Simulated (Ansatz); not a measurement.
Level of theory: DFT, PBEsol, plane waves (420 eV) with PAW, scalar-relativistic in Ansatz. (PAW data from PBE, frozen cores regenerated.)

An element in the fcc structure gives this curve. The cell is scaled uniformly from the relaxed one, with fractional coordinates and shape fixed. Energies are extrapolated to zero smearing, pressures are those at the given smearing. Magnetic state: spin not included.

| V (Å³/atom) | E − E₀ (meV/atom) | P (GPa) |
| --- | --- | --- |
| 13.246 | 249.7 | 51.42 |
| 13.848 | 100.2 | 29.87 |
| 14.450 | 22.3 | 13.11 |
| 15.052 | 0.0 | 0.09 |
| 15.654 | 20.8 | -10.00 |
| 16.257 | 75.1 | -17.78 |
| 16.859 | 155.0 | -23.72 |

(1) Which element is it?
A. aluminium
B. silicon
C. tungsten
D. platinum

## Answers

(1) D. Its fit is V₀ = 15.04 Å³/atom, B₀ = 287 GPa, B₀′ = 5.4.
